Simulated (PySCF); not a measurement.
# How the method moves the adiabatic energies of losing or gaining an electron of hydrogen peroxide

Structure: `OO` (H2O2).

All levels share the PBE0-D3(BJ)/def2-SVP structures and the PBE0-D3(BJ)/def2-SVP thermal terms; only the single-point energies (PySCF) change. Values are adiabatic energies of losing or gaining an electron (0 K, eV).

```csv
level,ionisation energy to the radical cation,abs. error,time
HF/jun-cc-pV(T+d)Z,9.65,0.98,1.2 s
B3LYP-D3(BJ)/ma-def2-TZVP,10.52,0.12,–
CCSD(T)/jun-cc-pV(T+d)Z,10.55,0.08,5.5 min
MP2/jun-cc-pV(T+d)Z,10.56,0.08,9.5 s
ATcT 1.112,10.64,,
```

Times are wall times for all single points of a level on 1 thread of Arm Neoverse V1, a shared host; the dash marks the run that also made the structures.

Hartree-Fock leaves out electron correlation, so its ionisation energies and electron affinities from energy differences come out too low, often by 1 eV or more.

The spread: 0.90 eV, from 9.65 to 10.56.

Differences come from unrounded values, so a last digit can differ from that of the printed terms.
